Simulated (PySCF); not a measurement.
Chloroprene, C4H5Cl.
Bonds: C1–C2 (double), C2–C3, C3–C4 (double), C3–Cl5. Hydrogens: H6, H7 on C1; H8 on C2; H9, H10 on C4.

Computed with PBE0-D3(BJ)/def2-TZVP geometry optimisation, gas phase (PySCF 2.14.0).

Question: What internal coordinates does the optimisation give?

Answer: 
| bond | length (Å) | order |
| --- | --- | --- |
| C1=C2 | 1.329 | double |
| C2–C3 | 1.453 | single |
| C3=C4 | 1.331 | double |
| C3–Cl5 | 1.734 | single |
| C1–H6 | 1.083 | single |
| C1–H7 | 1.082 | single |
| C2–H8 | 1.087 | single |
| C4–H9 | 1.083 | single |
| C4–H10 | 1.081 | single |

Orders are formal, as drawn. A selection of angles:
| angle | degrees |
| --- | --- |
| C2–C1–H6 | 121.7 |
| C2–C1–H7 | 120.6 |
| H6–C1–H7 | 117.7 |
| C1–C2–C3 | 126.3 |
| C1–C2–H8 | 120.0 |
| C3–C2–H8 | 113.8 |
| C2–C3–C4 | 123.6 |
| C2–C3–Cl5 | 117.1 |
| C4–C3–Cl5 | 119.4 |
| C3–C4–H9 | 119.3 |
| C3–C4–H10 | 122.2 |
| H9–C4–H10 | 118.6 |

Torsions: C1–C2–C3–C4 180° (antiperiplanar).

The 3 C–C bonds span 1.329 Å (C1=C2, drawn double) to 1.453 Å (C2–C3, drawn single), a spread of 0.124 Å. Of the pairs four or more bonds apart, Cl5···H6 is among the closest relative to their van der Waals radii: 2.68 Å, 91 % of the sum of Bondi's values. The 5 heavy atoms lie in one plane (0.000 Å rms).

Point group: Cs (every atom within 0.08 Å of its image). Whether it is a minimum is left open (no frequencies). One conformer, not necessarily the lowest.
